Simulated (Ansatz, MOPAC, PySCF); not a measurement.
Molecule: C3H9O, net charge 1, singlet state. SMILES: [OH+](CC)C
Geometry from a B3LYP-D3(BJ)/def2-TZVP (Ansatz, a first-principles code) optimisation:
```
C
H 1 1.0864
H 1 1.0888 2 110.98
C 1 1.4990 2 113.86 3 -130.58
H 4 1.0893 1 111.73 2 -53.62
H 4 1.0919 5 108.01 1 -118.26
H 4 1.0920 5 110.05 6 -116.55
O 1 1.5238 2 102.63 3 112.70
H 8 0.9737 1 110.65 2 165.96
C 8 1.4854 9 111.90 1 -133.10
H 10 1.0846 8 105.52 9 -170.56
H 10 1.0854 11 111.12 8 -114.47
H 10 1.0871 11 112.19 12 -126.91
```
Charge +1, spin multiplicity 1.

Unscaled harmonic wavenumbers (cm⁻¹) in rising order, each level at the stationary point that it reaches from this structure (no distance between atoms moves by over 0.3 Å); the order of modes can differ between levels, and a negative number is imaginary. B3LYP-D3(BJ)/def2-TZVP (PySCF, at the structure above): 85, 171, 245, 257, 396, 640, 751, 828, 896, 975, 1080, 1135, 1188, 1216, 1294, 1384, 1425, 1427, 1472, 1481, 1485, 1489, 1497, 1512, 3044, 3083, 3093, 3107, 3131, 3170, 3190, 3205, 3677.

PM3 (MOPAC): 63, 155, 188, 315, 451, 674, 797, 867, 911, 941, 956, 1033, 1080, 1108, 1150, 1182, 1259, 1297, 1304, 1319, 1329, 1359, 1385, 1403, 2948, 2972, 3044, 3049, 3056, 3069, 3078, 3155, 3615. Zero-point energy 72.2 against 75.8 kcal/mol; where all levels lie over 400 cm⁻¹, the wavenumbers are on average 0.947 times those of B3LYP-D3(BJ)/def2-TZVP.

PM7 (MOPAC): 68, 141, 163, 289, 418, 697, 807, 873, 959, 1009, 1016, 1094, 1102, 1152, 1205, 1215, 1234, 1251, 1256, 1267, 1312, 1332, 1360, 1380, 2602, 2606, 2613, 2622, 2648, 2666, 2683, 2716, 2754. Zero-point energy 66.5 against 75.8 kcal/mol; where all levels lie over 400 cm⁻¹, the wavenumbers are on average 0.910 times those of B3LYP-D3(BJ)/def2-TZVP.

B3LYP/6-31G* (Ansatz): 87, 174, 247, 259, 397, 652, 758, 830, 903, 978, 1085, 1139, 1190, 1224, 1300, 1393, 1443, 1446, 1483, 1502, 1507, 1511, 1520, 1531, 3065, 3108, 3118, 3132, 3159, 3199, 3221, 3238, 3635. Zero-point energy 76.4 against 75.8 kcal/mol; where all levels lie over 400 cm⁻¹, the wavenumbers are on average 1.008 times those of B3LYP-D3(BJ)/def2-TZVP.
